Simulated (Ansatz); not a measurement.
A made-up structure of AlNH₃S (charge -1), closed shell:

N1  (-0.654, 0.277, -0.691)
Al2  (0.538, -0.192, 0.587)
S3  (1.427, -2.070, 0.804)
H4  (0.147, -0.579, 2.004)
H5  (-0.988, -0.343, -1.412)
H6  (0.748, 1.137, 1.492)
(Å)

It is relaxed with PBE-D4/def2-SVPD and then PBE0-D4/def2-TZVPD (Ansatz 0.2.0). Atoms count as bonded within 1.22 times the sum of their covalent radii (H–H: 0.88 Å). The end point is not checked to be a true minimum.

Problem. Does its bonding change? (Judge from chemistry; the calculation decides.)

Solution. The calculation gives: Yes. Formed: S3–H4; broken: Al2–H4.

Where it ends: The first stage lowers the energy by 3.02 eV in 15 steps. It ends as AlNH₃S ([NH][AlH][SH]), total charge -1:
```json
{"atom": "N1", "x (Å)": "-0.6229", "y (Å)": "0.5047", "z (Å)": "-1.0587"}
{"atom": "Al2", "x (Å)": "0.1671", "y (Å)": "0.1080", "z (Å)": "0.4061"}
{"atom": "S3", "x (Å)": "0.6702", "y (Å)": "-1.9488", "z (Å)": "1.2965"}
{"atom": "H4", "x (Å)": "1.2515", "y (Å)": "-1.4365", "z (Å)": "2.3935"}
{"atom": "H5", "x (Å)": "-0.9653", "y (Å)": "-0.1897", "z (Å)": "-1.7142"}
{"atom": "H6", "x (Å)": "0.7185", "y (Å)": "1.1938", "z (Å)": "1.4608"}
```

Labels in which every atom is bracketed show which atoms are joined, not bond orders.

For scale, one of the runs: PBE0-D4/def2-TZVPD relaxation, 153 basis functions, launched by `ansatz run in.yaml --threads 2 --pin off --events-out ev --progress --plain --max-ram 4352MiB`. Hardware: 2 CPU threads of an Arm Neoverse V2, shared host. Wall time about 25 s.
